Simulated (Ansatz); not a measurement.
**AlLiH (quartet): wave-function methods side by side, def2-TZVPP**

The task here is to estimate one member of a computed series from the others.

Computed with Ansatz 0.2.0, Gaussian basis. Level: def2-TZVPP, core rule «outside noble gas», up to 6 orbitals frozen.

To be run: UHF; ROHF; CCSD(T) on UHF.

2 further runs of the same task are left out: 2 set aside as unsound or not needed.

## What is computed

The geometry is a PBE0/def2-TZVP stationary point (not a proven minimum) of the parent state, kept for this charge and spin.

3 atoms, charge 0, spin multiplicity 4.

Atoms are counted from 1 here; the program's logs count them from 0.

Bond lengths: Al1–H3 1.629 Å.

The first run:

The input, in.yaml:

```yaml
crystal:
  periodic: [false, false, false]
  atoms:
    - {symbol: Al, position_ang: [0.000000, -0.083176, 0.486397]}
    - {symbol: Li, position_ang: [0.000000, 0.177408, -2.137393]}
    - {symbol: H, position_ang: [0.000000, 1.004847, 1.698425]}
basis:
  gaussian: {orbitals: def2-TZVPP}
magnetization: {spin_polarized: true, initial_magnetization: 3}
hamiltonian: {xc: hf}
output: {orbitals: {seedname: orbitals}}
```

Run with:

```
$ ansatz run in.yaml --threads 1 --pin off --events-out ev --progress --plain --max-ram 4096MiB --backend cpu
```

Steps of the session up to this table: UHF; ROHF; CCSD(T) on UHF.

One table of the session follows, with a row left open; its other results are not shown here.

```
  method  from UCCSD(T) (kcal/mol)
    ROHF                    +44.66
     UHF                    +44.25
    UMP2                         ?
   UCCSD                     +1.52
UCCSD(T)                         0
```

**Question.** Estimate the row for UMP2.

The run gave: from UCCSD(T) (kcal/mol): +12.17. In the column «from UCCSD(T) (kcal/mol)» it lies between UCCSD (+1.52) and UHF (+44.25).
